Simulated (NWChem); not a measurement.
Program: NWChem. System: disulfur (S2), charge 0, spin multiplicity 3, at a geometry optimised with UPBE0/def2-SVP. Its SCF solution wasn't tested for a lower state. Level: UMP2/def2-TZVP, 10 core orbitals frozen.

The NWChem input:

```
start mol
memory heap 200 mb stack 800 mb global 1000 mb
geometry units angstroms nocenter noautoz
  S      0.000000     0.000000     0.951971
  S      0.000000     0.000000    -0.951971
  symmetry group D2h
end
basis spherical
  * library def2-tzvp
end
scf
  uhf
  nopen 2
  maxiter 100
  thresh 1e-7
  semidirect memsize 60000000 filesize 0
  # guess.movecs holds the orbitals of an unrestricted PBE0 run
  vectors input guess.movecs output mol.movecs
end
mp2
  freeze core 10
end
task mp2 energy
```

Part of the output:

```
             Northwest Computational Chemistry Package (NWChem) 7.3.0
             --------------------------------------------------------

                                NWChem Input Module
                                -------------------

 Scaling coordinates for geometry "geometry" by  1.889725989
 (inverse scale =  0.529177249)

 Turning off AUTOSYM since
 SYMMETRY directive was detected!

                             Geometry "geometry" -> ""
                             -------------------------

 Output coordinates in angstroms (scale by  1.889725989 to convert to a.u.)

  No.       Tag          Charge          X              Y              Z
 ---- ---------------- ---------- -------------- -------------- --------------
    1 S                   16.0000     0.00000000     0.00000000     0.95197100
    2 S                   16.0000     0.00000000     0.00000000    -0.95197100

 Effective nuclear repulsion energy (a.u.)      71.1520496653

            Nuclear Dipole moment (a.u.)
            ----------------------------
        X                 Y               Z
 ---------------- ---------------- ----------------
     0.0000000000     0.0000000000     0.0000000000

      Symmetry information
      --------------------

 Group name             D2h
 Group number             26
 Group order               8
 No. of unique centers     1

      Symmetry unique atoms

     1


 Summary of "ao basis" -> "" (spherical)
 ------------------------------------------------------------------------------
       Tag                 Description            Shells   Functions and Types
 ---------------- ------------------------------  ------  ---------------------
 *                         def2-tzvp                  on all atoms

 Summary of "ao basis" -> "ao basis" (spherical)
 ------------------------------------------------------------------------------
       Tag                 Description            Shells   Functions and Types
 ---------------- ------------------------------  ------  ---------------------
 S                         def2-tzvp                13       37   5s5p2d1f

                                 NWChem SCF Module
                                 -----------------

  ao basis        = "ao basis"
  functions       =    74
  atoms           =     2
  alpha electrons =    17
  beta  electrons =    15
  charge          =   0.00
  wavefunction    = UHF
  use symmetry    = T
  symmetry adapt  = T

 Summary of "ao basis" -> "ao basis" (spherical)
 ------------------------------------------------------------------------------
       Tag                 Description            Shells   Functions and Types
 ---------------- ------------------------------  ------  ---------------------
 S                         def2-tzvp                13       37   5s5p2d1f

      Symmetry analysis of basis
      --------------------------

        ag         16
        au          3
        b1g         3
        b1u        16
        b2g         9
        b2u         9
        b3g         9
        b3u         9

 Forming initial guess at       0.0s

   Symmetry analysis of molecular orbitals - initial alpha
   -------------------------------------------------------

  Numbering of irreducible representations:

     1 ag          2 au          3 b1g         4 b1u         5 b2g
     6 b2u         7 b3g         8 b3u

  Orbital symmetries:

     1 b1u         2 ag          3 ag          4 b1u         5 b3u
     6 b2u         7 b3g         8 b2g         9 ag         10 b1u
    11 ag         12 b1u        13 ag         14 b3u        15 b2u
    16 b3g        17 b2g        18 b1u        19 ag         20 b2u
    21 b3u        22 b1u        23 ag         24 b1g        25 b3u
    26 b2u        27 b2g

   Symmetry analysis of molecular orbitals - initial beta
   ------------------------------------------------------

  Numbering of irreducible representations:

     1 ag          2 au          3 b1g         4 b1u         5 b2g
     6 b2u         7 b3g         8 b3u

  Orbital symmetries:

     1 b1u         2 ag          3 ag          4 b1u         5 ag
     6 b1u         7 b2u         8 b3u         9 b2g        10 b3g
    11 ag         12 b1u        13 ag         14 b2u        15 b3u
    16 b3g        17 b2g        18 b1u        19 ag         20 b3u
    21 b2u        22 b1u        23 ag         24 b1g        25 b3u
    26 b2u        27 b2g

 Starting SCF solution at       0.1s

 ----------------------------------------------
         Quadratically convergent UHF

 Convergence threshold     :          1.000E-07
 Maximum no. of iterations :          100
 Integral*density screening:          1.000E-09
 ----------------------------------------------

              iter       energy          gnorm     gmax       time
             ----- ------------------- --------- --------- --------
                 1     -795.0695559497  7.58D-01  2.44D-01      0.4
                 2     -795.0833421760  7.11D-02  1.86D-02      0.4
                 3     -795.0846328547  1.98D-03  8.88D-04      0.5
                 4     -795.0846343276  1.65D-06  4.91D-07      0.6
                 5     -795.0846343276  3.97D-09  1.75D-09      0.7

       Final UHF  results
       ------------------

         Total SCF energy =   -795.084634327601
      One electron energy =  -1240.673596934909
      Two electron energy =    374.436912941970
 Nuclear repulsion energy =     71.152049665338

                       Sz =      1.0000
                 Sz(Sz+1) =      2.0000
                      S^2 =      2.0556

        Time for solution =      0.6s

       Symmetry analysis of molecular orbitals - alpha
[...]
                     -----------------------------------------

 Vector   13  Occ=1.000000D+00  E=-4.924154D-01  Symmetry=ag
              MO Center=  1.8D-17,  8.3D-18, -2.9D-16, r^2= 2.7D+00
   Bfn.  Coefficient  Atom+Function         Bfn.  Coefficient  Atom+Function
  ----- ------------  ---------------      ----- ------------  ---------------
    17      0.368677  1 S  pz                54     -0.368677  2 S  pz
     5      0.243716  1 S  s                 42      0.243716  2 S  s
    14      0.167683  1 S  pz                51     -0.167683  2 S  pz
    20      0.164003  1 S  pz                57     -0.164003  2 S  pz
     4      0.159801  1 S  s                 41      0.159801  2 S  s

 Vector   14  Occ=1.000000D+00  E=-4.091077D-01  Symmetry=b2u
              MO Center=  3.4D-16, -1.5D-15,  5.3D-17, r^2= 2.0D+00
   Bfn.  Coefficient  Atom+Function         Bfn.  Coefficient  Atom+Function
  ----- ------------  ---------------      ----- ------------  ---------------
    16      0.332109  1 S  py                53      0.332109  2 S  py
    19      0.227889  1 S  py                56      0.227889  2 S  py

 Vector   15  Occ=1.000000D+00  E=-4.091077D-01  Symmetry=b3u
              MO Center=  1.4D-19, -2.4D-31, -5.8D-17, r^2= 2.0D+00
   Bfn.  Coefficient  Atom+Function         Bfn.  Coefficient  Atom+Function
  ----- ------------  ---------------      ----- ------------  ---------------
    15      0.332109  1 S  px                52      0.332109  2 S  px
    18      0.227889  1 S  px                55      0.227889  2 S  px

 Vector   16  Occ=0.000000D+00  E= 1.044360D-02  Symmetry=b2g
              MO Center= -1.2D-23, -3.8D-30,  1.5D-17, r^2= 3.2D+00
   Bfn.  Coefficient  Atom+Function         Bfn.  Coefficient  Atom+Function
  ----- ------------  ---------------      ----- ------------  ---------------
    18      0.525715  1 S  px                55     -0.525715  2 S  px
    15      0.305988  1 S  px                52     -0.305988  2 S  px
    12      0.167951  1 S  px                49     -0.167951  2 S  px

 Vector   17  Occ=0.000000D+00  E= 1.044360D-02  Symmetry=b3g
              MO Center= -2.6D-16,  2.3D-16, -1.6D-16, r^2= 3.2D+00
   Bfn.  Coefficient  Atom+Function         Bfn.  Coefficient  Atom+Function
  ----- ------------  ---------------      ----- ------------  ---------------
    19      0.525715  1 S  py                56     -0.525715  2 S  py
    16      0.305988  1 S  py                53     -0.305988  2 S  py
    13      0.167951  1 S  py                50     -0.167951  2 S  py

 Vector   18  Occ=0.000000D+00  E= 1.521893D-01  Symmetry=b1u
              MO Center= -2.4D-18, -1.8D-19,  1.1D-15, r^2= 5.4D+00
   Bfn.  Coefficient  Atom+Function         Bfn.  Coefficient  Atom+Function
  ----- ------------  ---------------      ----- ------------  ---------------
     5      1.532636  1 S  s                 42     -1.532636  2 S  s
    20     -1.341075  1 S  pz                57     -1.341075  2 S  pz
    17     -0.355277  1 S  pz                54     -0.355277  2 S  pz
     3     -0.157537  1 S  s                 40      0.157537  2 S  s

 center of mass
 --------------
 x =   0.00000000 y =   0.00000000 z =   0.00000000

 moments of inertia (a.u.)
 ------------------
         206.940674176105           0.000000000000           0.000000000000
           0.000000000000         206.940674176105           0.000000000000
           0.000000000000           0.000000000000           0.000000000000

  Mulliken analysis of the total density
  --------------------------------------

    Atom       Charge   Shell Charges
 -----------   ------   -------------------------------------------------------
    1 S   16    16.00   2.01  0.49  1.48  1.10  0.81  4.17  1.70  0.84  2.23  1.03  0.04  0.10  0.01
    2 S   16    16.00   2.01  0.49  1.48  1.10  0.81  4.17  1.70  0.84  2.23  1.03  0.04  0.10  0.01

  Mulliken analysis of the alpha density
  --------------------------------------

    Atom       Charge   Shell Charges
 -----------   ------   -------------------------------------------------------
    1 S   16     8.50   1.00  0.24  0.74  0.57  0.40  2.11  0.83  0.53  1.42  0.59  0.02  0.04  0.01
    2 S   16     8.50   1.00  0.24  0.74  0.57  0.40  2.11  0.83  0.53  1.42  0.59  0.02  0.04  0.01

   Mulliken analysis of the beta density
   -------------------------------------

    Atom       Charge   Shell Charges
 -----------   ------   -------------------------------------------------------
    1 S   16     7.50   1.00  0.24  0.74  0.53  0.41  2.07  0.86  0.31  0.80  0.44  0.02  0.06  0.01
    2 S   16     7.50   1.00  0.24  0.74  0.53  0.41  2.07  0.86  0.31  0.80  0.44  0.02  0.06  0.01

   Mulliken analysis of the spin density
   -------------------------------------

    Atom       Charge   Shell Charges
 -----------   ------   -------------------------------------------------------
    1 S   16     1.00   0.00  0.00 -0.00  0.03 -0.01  0.04 -0.03  0.22  0.62  0.15 -0.00 -0.02 -0.00
    2 S   16     1.00   0.00  0.00 -0.00  0.03 -0.01  0.04 -0.03  0.22  0.62  0.15 -0.00 -0.02 -0.00

       Multipole analysis of the density wrt the origin
       ------------------------------------------------

     L   x y z        total         alpha         beta         nuclear
     -   - - -        -----         -----         ----         -------
     0   0 0 0     -0.000000    -17.000000    -15.000000     32.000000

     1   1 0 0     -0.000000     -0.000000     -0.000000      0.000000
     1   0 1 0      0.000000      0.000000      0.000000      0.000000
     1   0 0 1     -0.000000     -0.000000      0.000000      0.000000

     2   2 0 0    -19.399260    -11.421566     -7.977694      0.000000
     2   1 1 0     -0.000000      0.000000     -0.000000      0.000000
     2   1 0 1      0.000000      0.000000      0.000000      0.000000
     2   0 2 0    -19.399260    -11.421566     -7.977694      0.000000
     2   0 1 1     -0.000000      0.000000     -0.000000      0.000000
     2   0 0 2    -17.854633    -66.164079    -55.251280    103.560726

                   NWChem MP2 Semi-direct Energy/Gradient Module
                   ---------------------------------------------

  Basis functions       =     74
  Molecular orbitals    =     74
  Frozen core           =     10
  Frozen virtuals       =      0
  Active alpha occupied =      7
  Active beta occupied  =      5
  Active alpha virtual  =     57
  Active beta virtual   =     59
  Use MO symmetry       = T
  Use skeleton AO sym   = T

  AO/Fock/Back tols     =   1.0D-09  1.0D-09  1.0D-09

 GA uses MA = F    GA memory limited = T

 Available:
  local mem=  1.15D+08
 global mem=  1.31D+08
 local disk=  0.00D+00
  mp2_memr nvloc                    57
  nvloc new                    57
   1 passes of   7:        4194304                      31113                   3731952.
   1 passes of   7: M    114683656           G      131061048           F     110489352.

 Semi-direct pass number   1 of   1  for UHF alpha       at        0.8s
  vrange nnbf                  2744
  mp2_eaftype                    14  avail_ma_in_mb                   999
 EAF : mp2_eaftype filesize          14    1865976.
  mp2_eaf for mointskh                     14
Node 0 wrote      8.8 Mb in      0.0 s     Agg I/O rate:  1562.4 Mb/s
 Done moints_semi at        2.0s
  mp2_eaftype                    14  avail_ma_in_mb                   985
 EAF : mp2_eaftype filesize          14    1865976.
  mp2_eaf for kh                    14
 Done maket at        2.1s
 Done multipass loop at        2.1s

 GA uses MA = F    GA memory limited = T

 Available:
  local mem=  1.15D+08
 global mem=  1.31D+08
 local disk=  0.00D+00
  mp2_memr nvloc                    59
  nvloc new                    59
   1 passes of   5:        4194304                      25915                   2761674.
   1 passes of   5: M    114683656           G      131061048           F     110489352.

 Semi-direct pass number   1 of   1  for UHF beta        at        2.1s
  vrange nnbf                  2744
  mp2_eaftype                    10  avail_ma_in_mb                   999
 EAF : mp2_eaftype filesize          10    1380837.
  mp2_eaf for mointskh                     10
Node 0 wrote      6.5 Mb in      0.0 s     Agg I/O rate:  1846.4 Mb/s
 Done moints_semi at        3.3s
  mp2_eaftype                    10  avail_ma_in_mb                   989
 EAF : mp2_eaftype filesize          10    1380837.
  mp2_eaf for kh                    10
 Done maket at        3.3s
 Done multipass loop at        3.3s

          -------------------------------------------
          SCF energy                -795.084634327601
          Correlation energy          -0.307626414050
          Singlet pairs                0.000000000000
          Triplet pairs                0.000000000000
          Total MP2 energy          -795.392260741651
          -------------------------------------------

          ---------------------------------------------------
                    Spin Component Scaled (SCS) MP2
          Same spin pairs                     -0.082260363456
          Same spin scaling factor             0.333333333333
          Opposite spin pairs                 -0.225366050594
          Opposite spin scaling fact.          1.200000000000
          SCS-MP2 correlation energy          -0.297859381865
          Total SCS-MP2 energy              -795.382493709466
          ---------------------------------------------------

 -----------------------
 Performance information
 -----------------------

 Timer overhead =  1.98D-07 seconds/call

               Nr. of calls         CPU time (s)                 Wall time (s)                GFlops
             ---------------    -------------------     ------------------------------   -------------------
Name         Min   Avg   Max    Min     Avg     Max     Min     Avg     Max   Mx/calls   Min     Max     Sum
mp2: moin     2     2     2    2.5     2.5     2.5      2.5     2.5     2.5     1.2      0.0     0.0     0.0
mp2: make     2     2     2   6.76E-2 6.76E-2 6.76E-2  6.76E-2 6.76E-2 6.76E-2 3.38E-2   0.0     0.0     0.0
mp2: tota     1     1     1    2.6     2.6     2.6      2.6     2.6     2.6     2.6      0.0     0.0     0.0

 The average no. of pstat calls per process was 5.00D+00
 with a timing overhead of 9.90D-07s

 Task  times  cpu:        3.3s     wall:        3.3s

 Total times  cpu:        3.3s     wall:        3.3s
```
